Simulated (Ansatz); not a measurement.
Rock-salt BaTe, treated with r²SCAN0 (Ansatz, a first-principles code, plane waves, PAW).

Settings: plane-wave cutoff 520 eV, 6×6×6 k mesh, Fermi–Dirac smearing 0.01 eV, scalar-relativistic PAW data made under PBE.

Properties against volume:

```json
[
 {"V (Å³/atom)": "42.023", "P (GPa)": "1.43", "direct gap at Γ (eV)": "4.758", "smallest gap on the k mesh (eV)": "3.109"},
 {"V (Å³/atom)": "42.702", "P (GPa)": "0.84", "direct gap at Γ (eV)": "4.766", "smallest gap on the k mesh (eV)": "3.144"},
 {"V (Å³/atom)": "43.760", "P (GPa)": "0.03", "direct gap at Γ (eV)": "4.707", "smallest gap on the k mesh (eV)": "3.194"},
 {"V (Å³/atom)": "44.891", "P (GPa)": "-0.74", "direct gap at Γ (eV)": "4.590", "smallest gap on the k mesh (eV)": "3.243"},
 {"V (Å³/atom)": "45.986", "P (GPa)": "-1.38", "direct gap at Γ (eV)": "4.482", "smallest gap on the k mesh (eV)": "3.285"}
]
```

The fundamental gap (3.20 eV at the equilibrium volume, on the SCF mesh) lies elsewhere than Γ–Γ.

Spin–orbit coupling is not included; with these elements it can move the gap by several tenths of an eV or more.
